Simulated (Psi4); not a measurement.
# AlCl (aluminium monochloride) at FNO-MP3/cc-pwCVTZ (fitted SCF)

Aim: the energy change on altering one bond length of AlCl (aluminium monochloride) at FNO-MP3/cc-pwCVTZ (fitted SCF), from 2 runs. 

The calculation is run with Psi4 1.11.

6 further runs of the same task are left out: 4 that didn't finish, 2 set aside as unsound or not needed.

### 1 The structure to begin with

The species is AlCl (2 atoms), meant as a singlet with charge 0. SMILES: `[Al][Cl]`. The bond length is the measured one.

Bond lengths: Al1–Cl2 2.130 Å.

### 2 The energy at FNO-MP3/cc-pwCVTZ (fitted SCF)

alcl.dat reads:

```
memory 1600 MB

molecule m {
  0 1
  Al     0.000000     0.000000     0.000000
  Cl     0.000000     0.000000     2.130113
  no_reorient
  no_com
}

set {
  basis cc-pwCVTZ
  freeze_core true
  mp_type conv
}

energy_value = energy('fno-mp3')
```

Run with:

```console
$ psi4 alcl.dat alcl.out -n 1
```

alcl.out:

```text
[...]
  Running in c2v symmetry.
[...]
  Nuclear repulsion =   54.902328448335837
[...]
  Multiplicity = 1
[...]
  Nalpha       = 15
  Nbeta        = 15
[...]
    Number of basis functions: 118
[...]
   @RHF iter   1:  -701.49447780436742   -5.53470e-01   3.83855e-03 DIIS/ADIIS
[...]
   @RHF iter  10:  -701.51211370528392   -4.32010e-12   3.87366e-09 DIIS
[...]
    Orbital Energies [Eh]
    ---------------------
    Doubly Occupied:
       1A1  -104.810476     2A1   -58.516442     3A1   -10.537422
       4A1    -8.003396     1B2    -8.002894     1B1    -8.002894
       5A1    -4.925639     6A1    -3.234515     2B1    -3.233957
       2B2    -3.233957     7A1    -1.068256     8A1    -0.546195
       3B1    -0.460916     3B2    -0.460916     9A1    -0.329782
[...]
  @RHF Final Energy:  -701.51211370528392
   => Energetics <=
    Nuclear Repulsion Energy =             54.9023284483358367
    One-Electron Energy =               -1082.0935678554812966
    Two-Electron Energy =                 325.6791257018617216
    Total Energy =                       -701.5121137052838094
[...]
 Multipole Moments:
 ------------------------------------------------------------------------------------
     Multipole            Electronic (a.u.)      Nuclear  (a.u.)        Total (a.u.)
 ------------------------------------------------------------------------------------
 L = 1.  Multiply by 2.5417464519 to convert [e a0] to [Debye]
 Dipole X            :          0.0000000            0.0000000            0.0000000
 Dipole Y            :          0.0000000            0.0000000            0.0000000
 Dipole Z            :        -68.9918793           68.4306132           -0.5612661
 Magnitude           :                                                    0.5612661
[...]
      * MP2 total energy:                   -701.758021129182
[...]
      * MP2 total energy:                   -701.758021129182
[...]
      * MP3 total energy:                   -701.782042934480
[...]
```

Wall time 9.3 s (1 thread of AMD EPYC 9R45 (Zen 5), shared host); peak memory 0.76 GiB.

### 3 The distorted shape at the same level

input.json reads:

```json
{
  "schema_name": "qcschema_input",
  "schema_version": 1,
  "molecule": {
    "schema_name": "qcschema_molecule",
    "schema_version": 2,
    "symbols": ["Al", "Cl"],
    "geometry": [0.03710855, -0.05015144, 0.17991893, -0.01561103, 0.0309745, 3.93405641],
    "molecular_charge": 0,
    "molecular_multiplicity": 1,
    "fix_com": true,
    "fix_orientation": true
  },
  "driver": "energy",
  "model": {
    "method": "fno-mp3",
    "basis": "cc-pwCVTZ"
  },
  "keywords": {
    "freeze_core": true,
    "mp_type": "conv"
  }
}
```

Run with:

```console
$ psi4 --qcschema input.json -n 1 --memory 1600MB
```

stdout:

```text
[...]
  Running in c1 symmetry.
[...]
  Nuclear repulsion =   58.848842081729927
[...]
  Multiplicity = 1
[...]
  Nalpha       = 15
  Nbeta        = 15
[...]
    Number of basis functions: 118
[...]
   @RHF iter   1:  -701.49049169196303   -4.39348e-01   2.07001e-03 DIIS/ADIIS
[...]
   @RHF iter  10:  -701.50452867069896   -3.86535e-12   2.08918e-09 DIIS
[...]
    Orbital Energies [Eh]
    ---------------------
    Doubly Occupied:
       1A   -104.822555     2A    -58.499710     3A    -10.551939
       4A     -8.017985     5A     -8.017189     6A     -8.017189
       7A     -4.912051     8A     -3.222510     9A     -3.220355
      10A     -3.220355    11A     -1.095787    12A     -0.569204
      13A     -0.482400    14A     -0.482400    15A     -0.317979
[...]
  @RHF Final Energy:  -701.50452867069896
   => Energetics <=
    Nuclear Repulsion Energy =             58.8488420817299271
    One-Electron Energy =               -1089.8075245881545925
    Two-Electron Energy =                 329.4541538357256059
    Total Energy =                       -701.5045286706989600
[...]
 Multipole Moments:
 ------------------------------------------------------------------------------------
     Multipole            Electronic (a.u.)      Nuclear  (a.u.)        Total (a.u.)
 ------------------------------------------------------------------------------------
 L = 1.  Multiply by 2.5417464519 to convert [e a0] to [Debye]
 Dipole X            :         -0.2148027            0.2170236            0.0022210
 Dipole Y            :          0.1219845           -0.1254022           -0.0034177
 Dipole Z            :        -69.3760594           69.2179051           -0.1581543
 Magnitude           :                                                    0.1582068
[...]
      * MP2 total energy:                   -701.750768283385
[...]
      * MP2 total energy:                   -701.750768283385
[...]
      * MP3 total energy:                   -701.774864861853
[...]
```

The result, in JSON:

```text
{
 "driver": "energy",
 "model": {
  "method": "fno-mp3",
  "basis": "cc-pwCVTZ"
 },
 "success": true,
 "return_result": -701.7748648618528,
 "properties": {
  "calcinfo_nbasis": 118,
  "calcinfo_nmo": 118,
  "calcinfo_nalpha": 15,
  "calcinfo_nbeta": 15,
  "calcinfo_natom": 2,
  "nuclear_repulsion_energy": 58.84884208172993,
  "return_energy": -701.7748648618528,
  "scf_one_electron_energy": -1089.8075245881546,
  "scf_two_electron_energy": 329.4541538357256,
  "scf_dipole_moment": [0.0022209706956620723, -0.003417673779325156, -0.15815431452529083],
  "scf_total_energy": -701.504528670699,
  "scf_iterations": 10,
  "mp2_same_spin_correlation_energy": -0.05719066595667525,
  "mp2_opposite_spin_correlation_energy": -0.18904894672950265,
  "mp2_singles_energy": 0.0,
  "mp2_doubles_energy": -0.2462396126861779,
  "mp2_correlation_energy": -0.2462396126861779,
  "mp2_total_energy": -701.7507682833851
 }
}
```

It took 14 s on 1 thread of AMD EPYC 9R45 (Zen 5), shared host; peak memory 1.4 GiB.

### 4 Results

Level: FNO-MP3/cc-pwCVTZ (fitted SCF), 10 core orbitals frozen.

| quantity | value |
| --- | --- |
| first shape: total energy | -701.78204 Eh |
| first shape: HOMO energy (Hartree–Fock orbitals) | -8.97 eV |
| first shape: LUMO energy (Hartree–Fock orbitals) | 1.04 eV |
| first shape: HOMO–LUMO gap (Hartree–Fock orbitals) | 10.02 eV |
| first shape: correlation energy (10 core orbitals frozen) | -269.9 mEh |
| distorted shape: total energy | -701.77486 Eh |
| distorted shape: HOMO energy (Hartree–Fock orbitals) | -8.65 eV |
| distorted shape: LUMO energy (Hartree–Fock orbitals) | 1.28 eV |
| distorted shape: HOMO–LUMO gap (Hartree–Fock orbitals) | 9.93 eV |
| distorted shape: correlation energy (10 core orbitals frozen) | -270.3 mEh |
| energy change with the Al1–Cl2 bond shortened from 2.130 to 1.987 Å | 0.195 eV |

In words: With the Al1–Cl2 bond shortened from 2.130 to 1.987 Å the energy rises by 0.20 eV (18.8 kJ/mol). The first shape isn't relaxed at this level, so the change isn't measured from a minimum.
